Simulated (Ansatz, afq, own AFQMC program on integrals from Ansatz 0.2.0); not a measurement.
Two steps: Ansatz 0.2.0 writes the Fock matrix and Cholesky factors of the valence space, and afq projects on them the lowest state that overlaps trial and start.

```yaml
crystal:
  periodic: [false, false, false]
  atoms:
    - {symbol: Ge, position_ang: [0.000000, 0.011099, 0.284345]}
    - {symbol: C, position_ang: [0.000000, -0.103403, -1.679320]}
    - {symbol: H, position_ang: [0.000000, 1.338153, 1.043105]}
    - {symbol: H, position_ang: [0.000000, -1.251159, 1.134438]}
    - {symbol: H, position_ang: [0.000000, 0.345301, -2.658736]}
basis:
  gaussian: {orbitals: cc-pVDZ}
magnetization: {spin_polarized: false, initial_magnetization: 1}
correlation: {method: ccsd_t, electrons: outside_noble_gas, hamiltonian_folder: ham}
```

```sh
$ ansatz run in.yaml --threads 1 --pin off --events-out ev --progress --plain --max-ram 1382MiB
```

afq runs on the folder ham with

```
--method phaseless --trial cisd --walkers 60 --populations 1 --least-time 40 --time-step 0.005 --steps-per-block 50 --equilibration-blocks 28 --max-blocks 300 --target-error 0.0004 --factor-cut 1e-05 --start spin_pure --seed 5893 --release-times 0.24,0.51,0.99,1.62,2.4 --release-step 0.03 --release-every 4 --taylor-order 6
```

Times are imaginary, in 1/Eh. The walk had a cap of 1706 s. Filled inner d shells are frozen with the cores.

```
orbitals 41  electrons 6 5  factors 331 of 590
reference energy -2114.78056860 Eh
CCSD correlation -0.25787951 Eh in 16 cycles, weight of the determinant in the CISD state 0.8135
energy of the start -2115.038447 Eh
 block  time / (1/Eh)  mean weight  energy / Eh
     1     0.250  1.0006  -2115.034152
     2     0.500  0.9967  -2115.035191
     3     0.750  0.9993  -2115.036409
     4     1.000  0.9992  -2115.040172
     5     1.250  1.0020  -2115.040390
     8     2.000  1.0006  -2115.042424
    17     4.250  0.9985  -2115.045435
    41    10.250  1.0024  -2115.044997
    65    16.250  1.0010  -2115.068514
    89    22.250  1.0000  -2115.050545
   113    28.250  1.0010  -2115.056640
   121    30.250  1.0014  -2115.036328
   137    34.250  0.9989  -2115.044832
   161    40.250  0.9962  -2115.067629
   185    46.250  0.9976  -2115.049595
   209    52.250  0.9996  -2115.055058
   233    58.250  1.0005  -2115.054176
   257    64.250  1.0005  -2115.050308
   281    70.250  1.0014  -2115.050057
   305    76.250  1.0025  -2115.046628
   321    80.250  1.0003  -2115.046513
blocks merged  error / Eh  count
     1  0.000428  300
     2  0.000515  150
     4  0.000630  75
     8  0.000708  37
    16  0.000899  18
    32  0.000817  9
released: time / (1/Eh)  energy / Eh  error  mean overlap
  0.24  -2115.052036  0.000919  0.9880
  0.51  -2115.052046  0.000735  0.9883
  0.99  -2115.051497  0.000881  0.9972
  1.62  -2115.052193  0.000992  0.9951
  2.40  -2115.052549  0.000953  0.9972
energy -2115.052118 +/- 0.000899 Eh
(rows thinned)
```

Task: Estimate how long the walk took on 1 thread of Arm Neoverse V2, with other jobs on the host.

Result: 9.5 min of wall time.

The run failed at least one of its tests; the cautions name the faults.

Against this walk (error 24.5 meV) on the same determinant: CCSD(T) 60.0 meV higher. The error is statistical and leaves out the bias of the constraint. None of these is a sure reference here. Released to 2.40 1/Eh the energy moves by -12 ± 36 meV (both errors), within twice the noise.

Cautions: constraint bias not in the error; error not settled; error above the target (24.5 against 10.9 meV); no relativity below Rb; no spin-orbit coupling; inner d shell frozen; higher spins were not checked; a spin-contaminated unrestricted determinant lies lower (UHF 1.05 eV lower, ⟨S²⟩ 1.53).

A walk keeps the symmetry of its determinant, which the program's search chose and which needn't be the lowest solution, so a lower state of the same spin and another symmetry isn't excluded.
